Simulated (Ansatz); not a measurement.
Compare A (`C#COC(C)O`) with its isomer B (`C=CCC(=O)O`).

Calculated with Ansatz (gas phase, PBE0-D4/def2-TZVP geometries, no zero-point term in ΔE). CBS: MP2 limit from def2 TZ/QZ plus the TZ coupled-cluster correction, frozen cores. Functionals use def2-TZVPP. B3LYP here is the variant with VWN-RPA as its local correlation; programs differ in this. Each species was taken in one conformer, which may not be the lowest.

Q: Which isomer does CCSD(T)/CBS put lower? Give the gap. (Estimate.)

A: Computed: B, by 54.8 kcal/mol.

Q: Give E(B) − E(A) in kcal/mol with MP2/def2-TZVPP, BLYP-D4, B3LYP, CCSD/def2-TZVPP, PBE-D4, HF/def2-TZVPP, B3LYP-D4. (Estimate.)

A: Ansatz gave: MP2/def2-TZVPP -54.1, BLYP-D4 -55.6, B3LYP -55.6, CCSD/def2-TZVPP -55.1, PBE-D4 -56.8, HF/def2-TZVPP -56.8, B3LYP-D4 -55.8. None reverses the order clearly.

Q: Does the order hold for the free energy at 298.15 K (harmonic terms from PBE0-D4)? (Best estimate.)

A: The calculation gave: Yes: G(B) − G(A) = -54.1 kcal/mol, for one conformer each. Modes under 60 cm⁻¹, often nearly free rotors, make the harmonic entropy too high.

Largest T1 diagnostic: 0.014.

From BLYP to BHLYP (50 % exact exchange), in def2-TZVPP and without D4, E(B) − E(A) moves by −0.7 kcal/mol. Leaving LDA and LC-ωPBE aside and taking each functional with its dispersion term where it has one, the values, not all of them listed here, spread over 2.8 kcal/mol, from B97M-V to B2PLYP. LDA lies +1.6 kcal/mol from PBE without D4.
